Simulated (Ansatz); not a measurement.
**HAl–Ga–F, singlet in cc-pVTZ: errors against RCCSDT(Q)**

Geometry: a PBE0/def2-TZVP stationary point for this spin, not checked as a minimum.

```xyz
4

Al    0.0000   -0.3165    2.3078
Ga    0.0000    0.2395   -0.3874
F     0.0000   -0.4984   -1.9957
H     0.0000    1.2983    2.6383
```

Basis cc-pVTZ; Ansatz 0.2.0. Correlated methods freeze the noble-gas cores and the filled d shells of p-block atoms, which leaves 14 electrons in 101 orbitals. Prefix R: restricted or restricted open-shell reference; prefix U: unrestricted. No spin–orbit coupling is included, and no scalar relativity.

Full CI isn't at hand for all of this; RCCSDT(Q) serves as the reference, and is uncertain by the last step of the cluster series or more. The frozen core follows each run's orbitals, which can shift R against U totals by a few meV for light atoms and by up to 0.1 eV past Ca.

The UHF ⟨S²⟩ is 0.333 and the T1 diagnostic (RCCSD) is 0.0181. The largest doubles amplitude (RCCSD) is 0.122.

| level | E − E(RHF) (eV) |
| --- | --- |
| RMP2 | -10.4766 |
| RCCSD | -11.1049 |
| RCCSD(T) | -11.4847 |

Task: Estimate how far RCCSDT(Q) in cc-pVTZ lies from RCCSD(T). The table doesn't fix it; the size of (T) and the diagnostics are the guide.

Result: RCCSDT(Q) in cc-pVTZ lies 48 meV below RCCSD(T), which is 13 % of the (T) step (-380 meV). A doubles amplitude is large, RHF is unstable towards spin polarisation, but (T) still catches most of what CCSD lacks. The miss exceeds 1 kcal/mol.

The other levels:

```
  level  E − E(RCCSDT(Q)) (meV)  share of correlation (%)     wall time
BCCD(T)                      42                     99.64  6.1 s (H100)
 RCCSDT                      21                     99.82             –
```

The correlation energy at RCCSDT(Q), counted from RHF, is -11.533 eV. That run took 16 s on 2 threads of AMD EPYC 7R13 with a shared H100 80 GB, shared host.

Run but not shown, since their state, orbitals or frozen core can't be matched to the reference's or they repeat it: UHF, UMP2, UCCSD, UCCSD(T), UCCSDT, UCCSDT(Q).

Times hold each run's SCF and search for its determinant on a shared host, so for small cases they say little of a method's own cost; rows without a card ran on 1 thread of AMD EPYC 7R13.

Atomization energy (electronic, same basis, no zero-point term; atoms at the same level, unrestricted beside the R rows where the molecule is a closed shell, but restricted open-shell past Ca, as are all atoms' steps beyond CCSDT(Q)) at RCCSDT(Q): 892.9 kJ/mol. Errors of other levels:

| level | error (kJ/mol) |
| --- | --- |
| RHF | -276.7 |
| RMP2 | 19.3 |
| RCCSD | -23.6 |
| RCCSD(T) | -1.9 |
| BCCD(T) | -1.1 |
| RCCSDT | -1.9 |

This basis is far from its limit, so the value isn't to be set against a measured one.
